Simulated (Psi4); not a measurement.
# HF/def2-TZVPP (density fitting, sweep point 4) run of C2H2F4 (norflurane)

We compute energy and forces of C2H2F4 (norflurane). 

The results are computed with Psi4 1.11.

2 further runs of the same task are left out: 2 set aside as unsound or not needed.

## Step 1: The molecule

C2H2F4 has 8 atoms, charge 0, and is taken as a singlet. SMILES: `FCC(F)(F)F`. The coordinates come from a PBE0-D4/def2-TZVP relaxation.

Bond lengths: F1–C2 1.364 Å, C2–C3 1.514 Å, C3–F4 1.332 Å, C3–F5 1.339 Å, C3–F6 1.332 Å, C2–H7 1.092 Å, C2–H8 1.092 Å. Some angles: F1–C2–C3 109.8°, C2–C3–F4 111.9°, C2–C3–F5 108.9°, C2–C3–F6 111.9°, F4–C3–F5 108.1°, F4–C3–F6 107.9°, F5–C3–F6 108.1°, F1–C2–H7 109.7°, F1–C2–H8 109.7°, C3–C2–H7 108.6°.

## Step 2: Energy and forces at HF/def2-TZVPP (density fitting, sweep point 4)

The input, c2h2f4.dat:

```
memory 1600 MB

molecule {
  F     -0.224600    -1.506500     0.915200
  C     -0.211200    -0.737800    -0.211700
  C      0.211200     0.674300     0.135500
  F      1.434400     0.711300     0.662400
  F      0.217100     1.411800    -0.982100
  F     -0.624600     1.243600     1.002900
  H      0.502000    -1.148600    -0.930100
  H     -1.212300    -0.705100    -0.647900
  symmetry c1
}

set {
  basis    def2-TZVPP
  scf_type df
  guess    huckel
}

e_tot, wfn = gradient('hf', return_wfn=True)
```

Started as:

```console
psi4 c2h2f4.dat c2h2f4.out -n 1
```

c2h2f4.out:

```text
[...]
  Running in c1 symmetry.
[...]
  Nuclear repulsion =  273.039960987056929
[...]
  Multiplicity = 1
[...]
  Nalpha       = 25
  Nbeta        = 25
[...]
    Number of basis functions: 214
[...]
   @DF-RHF iter   1:  -473.27392571223305   -4.73274e+02   1.06295e-02 ADIIS/DIIS
[...]
   @DF-RHF iter  12:  -474.87117087036358   -2.40448e-11   5.96816e-09 DIIS
[...]
    Orbital Energies [Eh]
    ---------------------
    Doubly Occupied:
       1A    -26.350053     2A    -26.345925     3A    -26.345892
       4A    -26.316142     5A    -11.514971     6A    -11.353479
       7A     -1.743788     8A     -1.648391     9A     -1.645374
      10A     -1.632236    11A     -1.075132    12A     -0.938152
      13A     -0.840505    14A     -0.840103    15A     -0.818851
      16A     -0.747677    17A     -0.736929    18A     -0.712170
      19A     -0.711742    20A     -0.680618    21A     -0.673608
      22A     -0.673069    23A     -0.659635    24A     -0.569746
      25A     -0.556583
[...]
  @DF-RHF Final Energy:  -474.87117087036358
   => Energetics <=
    Nuclear Repulsion Energy =            273.0399609870569293
    One-Electron Energy =               -1203.5607202091482577
    Two-Electron Energy =                 455.6495883517277434
    Total Energy =                       -474.8711708703635850
[...]
 Multipole Moments:
 ------------------------------------------------------------------------------------
     Multipole            Electronic (a.u.)      Nuclear  (a.u.)        Total (a.u.)
 ------------------------------------------------------------------------------------
 L = 1.  Multiply by 2.5417464519 to convert [e a0] to [Debye]
 Dipole X            :          0.9255176           -1.1523862           -0.2268686
 Dipole Y            :          2.4930651           -2.8838426           -0.3907775
 Dipole Z            :          1.7052014           -2.4686435           -0.7634421
 Magnitude           :                                                    0.8871417
[...]
  -Total Gradient:
     Atom            X                  Y                   Z
    ------   -----------------  -----------------  -----------------
       1       -0.000345779840    -0.009625576281     0.013088205288
       2        0.001785979175     0.007243665172    -0.000739233188
       3       -0.005045038827    -0.015954803521    -0.005296378693
       4        0.021905010956    -0.001043324708     0.009692609411
       5       -0.000322444159     0.012279996537    -0.021174953459
       6       -0.015674270979     0.008671102243     0.015909412995
       7        0.005845848467    -0.002598311294    -0.006890456951
       8       -0.008149304792     0.001027251850    -0.004589205407
[...]
```

It took 12 s on 1 thread of AMD EPYC 7R43 (Zen 3), shared host; peak memory 0.41 GiB.

## Step 3: Summary of results

At HF/def2-TZVPP (density fitting, sweep point 4):

| quantity | value |
| --- | --- |
| total energy | -474.87117 Eh |
| dipole moment | 2.25 D |
| HOMO energy | -15.15 eV |
| LUMO energy | 4.01 eV |
| HOMO–LUMO gap | 19.16 eV |
| largest force on an atom | 1.259 eV/Å |

The largest force is 1.26 eV/Å: the shape isn't a stationary point for this species at this level.
